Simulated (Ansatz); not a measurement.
# C₃H₅F₂ radical: a ladder of functionals and wavefunction methods

One table from this session's results is given with a row withheld; the runs are named, their logs left out.

Method: functionals in def2-TZVPP, the program's frozen cores in correlated methods; program: Ansatz 0.2.0, Gaussian basis.

Levels to be run: LDA (SPW92), PBE-D4, revPBE-D4, BLYP-D4, r2SCAN-D4, B97M-V, PBE0-D4, B3LYP-D4, r2SCANh-D4, r2SCAN0-D4, HSE06-D4, BHLYP-D4, CAM-B3LYP-D4, LC-ωPBE, ωB97X-V, ωB97M-V, B2PLYP, PBE-QIDH; CCSD(T)/def2-SVP; CCSD(T)/def2-TZVPP; MP2/def2-QZVPP; extrapolation to the limit; RPA on PBE.

## The relaxed structure

The geometry comes from an earlier relaxation with PBE0-D4 in a triple-zeta def2 set; it is a stationary point, not always the lowest conformer.

SMILES `[CH2]C(F)CF`, 10 atoms, charge 0, spin multiplicity 2.

Atoms are counted from 1 here; the program's logs count them from 0.

Bond lengths: C1–C2 1.472 Å, C1–H6 1.081 Å, C1–H7 1.081 Å, C2–F3 1.389 Å, C2–C4 1.521 Å, C2–H8 1.102 Å, C4–F5 1.378 Å, C4–H9 1.093 Å, C4–H10 1.093 Å. Angles: C2–C1–H6 119.7°, C2–C1–H7 119.6°, H6–C1–H7 120.0°, C1–C2–F3 110.5°, C1–C2–C4 113.6°, C1–C2–H8 111.0°, F3–C2–C4 106.7°, F3–C2–H8 106.6°, C4–C2–H8 108.2°, C2–C4–F5 108.9°, C2–C4–H9 110.0°, C2–C4–H10 110.4°, F5–C4–H9 108.8°, F5–C4–H10 108.8°, H9–C4–H10 109.9°.

Set-up of the first run:

The input, in.yaml:

```yaml
crystal:
  periodic: [false, false, false]
  atoms:
    - {symbol: C, position_ang: [-0.371606, -0.227828, 1.330302]}
    - {symbol: C, position_ang: [0.261876, -0.519790, 0.034258]}
    - {symbol: F, position_ang: [1.626371, -0.723686, 0.194721]}
    - {symbol: C, position_ang: [0.104901, 0.597762, -0.984948]}
    - {symbol: F, position_ang: [-1.235189, 0.769394, -1.258133]}
    - {symbol: H, position_ang: [-1.311993, 0.305251, 1.359786]}
    - {symbol: H, position_ang: [0.025540, -0.675443, 2.231003]}
    - {symbol: H, position_ang: [-0.144702, -1.445773, -0.403998]}
    - {symbol: H, position_ang: [0.621983, 0.334511, -1.910876]}
    - {symbol: H, position_ang: [0.505920, 1.534501, -0.589115]}
basis:
  gaussian: {orbitals: def2-TZVPP}
magnetization: {spin_polarized: true, initial_magnetization: 1}
hamiltonian: {xc: lda}
output: {orbitals: {seedname: orbitals}}
```

Run with:

```bash
> ansatz run in.yaml --threads 4 --pin off --events-out ev --progress --plain --max-ram 10444MiB
```

Among the steps run: LDA; PBE-D4 (GGA); revPBE-D4 (GGA); BLYP-D4 (GGA); r2SCAN-D4 (meta-GGA); B97M-V (meta-GGA); B3LYP-D4 (hybrid); r2SCANh-D4 (hybrid); r2SCAN0-D4 (hybrid); HSE06-D4 (hybrid); BHLYP-D4 (hybrid); CAM-B3LYP-D4 (range-separated); LC-ωPBE (range-separated); ωB97X-V (range-separated); ωB97M-V (range-separated); B2PLYP (double hybrid); PBE-QIDH (double hybrid).

One table of the session follows, with a row left open; its other results are not shown here.

It belongs to the step «Orbital energies across the functionals». 

```
  functional  HOMO (eV)  LUMO (eV)  gap (eV)
 LDA (SPW92)      -5.31      -3.77      1.54
      PBE-D4      -5.33      -3.15      2.18
   revPBE-D4      -5.28      -2.97      2.31
     BLYP-D4      -5.15      -3.19      1.96
   r2SCAN-D4      -5.80      -2.42      3.38
      B97M-V      -5.59      -2.85      2.73
     PBE0-D4      -6.75      -1.87      4.88
    B3LYP-D4      -6.43      -2.37      4.06
  r2SCANh-D4      -6.33      -2.00      4.33
  r2SCAN0-D4      -7.12      -1.38      5.73
    HSE06-D4          ?          ?         ?
    BHLYP-D4      -8.01      -0.79      7.22
CAM-B3LYP-D4      -8.12      -0.91      7.21
     LC-ωPBE      -9.65       0.70     10.34
     ωB97X-V      -9.03       0.12      9.15
     ωB97M-V      -8.83      -0.04      8.78
```

Q: Estimate the row for HSE06-D4 from the others.

As computed: HOMO (eV): -6.34; LUMO (eV): -2.26; gap (eV): 4.08. In the column «HOMO (eV)» it lies between B3LYP-D4 (-6.43) and r2SCANh-D4 (-6.33).
